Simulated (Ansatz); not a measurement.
CH₄Al₂ (`[CH2]1[AlH][AlH]1`) at its PBE0-D4/def2-TZVP geometry, where that method's forces vanish. The species carries charge 0 and has multiplicity 1.

```json
{"atom": "C1", "x (Å)": "0.430", "y (Å)": "-0.369", "z (Å)": "-0.554"}
{"atom": "Al2", "x (Å)": "-1.425", "y (Å)": "-0.080", "z (Å)": "0.005"}
{"atom": "Al3", "x (Å)": "0.624", "y (Å)": "0.660", "z (Å)": "1.101"}
{"atom": "H4", "x (Å)": "0.993", "y (Å)": "-1.132", "z (Å)": "-1.091"}
{"atom": "H5", "x (Å)": "0.421", "y (Å)": "0.570", "z (Å)": "-1.175"}
{"atom": "H6", "x (Å)": "-2.853", "y (Å)": "-0.666", "z (Å)": "-0.391"}
{"atom": "H7", "x (Å)": "1.810", "y (Å)": "1.016", "z (Å)": "2.104"}
```

(1) For each bond, give half the difference of the two atoms' forces along it (eV/Å; positive pushes the atoms apart) under PBE-D4, r2SCAN-D4, B3LYP-D4, ωB97M-V in def2-TZVPP. (Estimate.)

Results:

(1) Computed: 
| bond | length (Å) | PBE-D4 | r2SCAN-D4 | B3LYP-D4 | ωB97M-V |
| --- | --- | --- | --- | --- | --- |
| C1–Al2 | 1.958 | 0.10 | 0.01 | 0.11 | 0.04 |
| C1–Al3 | 1.958 | 0.10 | 0.01 | 0.11 | 0.04 |
| C1–H4 | 1.090 | 0.08 | 0.00 | -0.06 | -0.07 |
| C1–H5 | 1.126 | 0.13 | 0.02 | -0.09 | -0.05 |
| Al2–Al3 | 2.439 | 0.09 | 0.03 | 0.15 | 0.05 |
| Al2–H6 | 1.593 | 0.02 | -0.02 | -0.12 | -0.11 |
| Al3–H7 | 1.593 | 0.02 | -0.02 | -0.12 | -0.11 |

B3LYP here is the variant with VWN-RPA as its local correlation; programs differ in this.
